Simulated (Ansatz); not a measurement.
# A ladder of methods for CH2BCl (SMILES B[C]Cl)

The species is CH2BCl (5 atoms), meant as a triplet with charge 0. SMILES: `B[C]Cl`. The shape is that of a GFN2-xTB optimisation.

Each level gives the vertical electron affinity (to the doublet anion) (eV). The values are calculated.

The electron affinity is E(neutral) − E(anion): positive where the electron is bound.

```tsv
level	kind	program	value (eV)	less FCI/STO-3G
USVWN5/STO-3G	LDA	Ansatz	-1.62	+0.96
U-revPBE/STO-3G	GGA	Ansatz	-1.72	+0.86
UPBE/STO-3G	GGA	Ansatz	-1.68	+0.90
U-r2SCAN/STO-3G	meta-GGA	Ansatz	-1.80	+0.78
UB3LYP/STO-3G	global hybrid	Ansatz	-1.69	+0.89
U-wB97M-V/STO-3G	range-separated hybrid	Ansatz	-1.84	+0.74
UB2PLYP/STO-3G	double hybrid	Ansatz	-2.12	+0.46
UCCSDTQ/STO-3G	coupled cluster or CI	Ansatz	-2.58	0.00
FCI/STO-3G	exact in the basis	Ansatz	-2.58	0.00
```

FCI/STO-3G is exact within its basis and frozen core, so for wave-function methods in that basis the difference is their error; functionals converge differently with the basis, so for them it is only a difference. The values span -2.58 to -1.62 eV. Spin contamination of the reference (⟨S²⟩ at least 0.1 too high) touches UCCSDTQ/STO-3G. All rows use very small basis sets, so none should be taken for the real molecule's value. Negative values mean that the anion is unbound at that level; they are set by how diffuse the basis is and aren't properties of the molecule, whose anion may well be bound.
